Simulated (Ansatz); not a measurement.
## AlH5O (Al(H2O)H3): the energy, rung by rung

AlH5O has 7 atoms, charge 0, and is taken as a singlet. SMILES: `[H][Al]([H])([H])<-[OH2]`. The shape comes from GFN2-xTB, which is rough for such elements, and wasn't checked as a minimum.

| atom | x (Å) | y (Å) | z (Å) |
| --- | --- | --- | --- |
| Al | 0.0382 | -0.0633 | -0.8780 |
| O | -0.0249 | 0.0381 | 1.0091 |
| H | -0.7347 | -0.3195 | 1.5558 |
| H | 0.5880 | 0.5682 | 1.5313 |
| H | 1.6072 | -0.0401 | -0.9784 |
| H | -0.7357 | 1.2458 | -1.2695 |
| H | -0.7379 | -1.4292 | -0.9703 |

Quantity: the energy change with the Al1–H5 bond stretched from 1.572 to 3.145 Å, in eV. The values are calculated.

```json
{"level": "HF/STO-3G (restricted)", "kind": "Hartree–Fock", "program": "Ansatz", "value (eV)": "7.91", "less FCI/STO-3G": "+2.47"}
{"level": "SVWN5/STO-3G (restricted)", "kind": "LDA", "program": "Ansatz", "value (eV)": "5.88", "less FCI/STO-3G": "+0.44"}
{"level": "revPBE/STO-3G (restricted)", "kind": "GGA", "program": "Ansatz", "value (eV)": "5.59", "less FCI/STO-3G": "+0.15"}
{"level": "B3LYP/STO-3G (restricted)", "kind": "global hybrid", "program": "Ansatz", "value (eV)": "6.12", "less FCI/STO-3G": "+0.68"}
{"level": "PBE0/STO-3G (restricted)", "kind": "global hybrid", "program": "Ansatz", "value (eV)": "6.35", "less FCI/STO-3G": "+0.91"}
{"level": "wB97X/STO-3G (restricted)", "kind": "range-separated hybrid", "program": "Ansatz", "value (eV)": "6.87", "less FCI/STO-3G": "+1.43"}
{"level": "RPA@PBE/STO-3G (restricted)", "kind": "RPA", "program": "Ansatz", "value (eV)": "5.63", "less FCI/STO-3G": "+0.19"}
{"level": "MP2/STO-3G (restricted)", "kind": "perturbation theory", "program": "Ansatz", "value (eV)": "6.67", "less FCI/STO-3G": "+1.23"}
{"level": "BCCD(T)/STO-3G (restricted)", "kind": "coupled cluster or CI", "program": "Ansatz", "value (eV)": "5.44", "less FCI/STO-3G": "0.00"}
{"level": "FCI/STO-3G", "kind": "exact in the basis", "program": "Ansatz", "value (eV)": "5.44", "less FCI/STO-3G": "0.00"}
```

FCI/STO-3G is exact within its basis and frozen core, so for wave-function methods in that basis the difference is their error; functionals converge differently with the basis, so for them it is only a difference. A spin-restricted reference rises too steeply as a bond breaks; here HF/STO-3G, SVWN5/STO-3G, B3LYP/STO-3G, PBE0/STO-3G, wB97X/STO-3G, MP2/STO-3G lie well above the multireference or unrestricted value. The first shape isn't each level's own minimum. The values span 5.44 to 7.91 eV. All rows use very small basis sets, so none should be taken for the real molecule's value.
